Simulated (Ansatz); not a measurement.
## Ansatz (development build ahead of 0.2.0) run

```yaml
crystal:
  periodic: [false, false, false]
  atoms:
    - { symbol: O, position_ang: [0.0, 0.73406, -0.05275] }
    - { symbol: O, position_ang: [0.0, -0.73406, -0.05275] }
    - { symbol: H, position_ang: [0.83955, 0.88075, 0.422] }
    - { symbol: H, position_ang: [-1.46921, -0.99077, 0.77806] }
basis:
  gaussian: { orbitals: pcseg-2 }
magnetization:
  spin_polarized: true
hamiltonian:
  xc: pbe0
```

The input is written out in the form of the current development build from the run's settings.

Results

* Converged: yes
* Total energy: -151.32639 hartree
* Spin squared of the determinant: 0.421
* Stability test: minimum

Caution: the unrestricted determinant is spin contaminated.
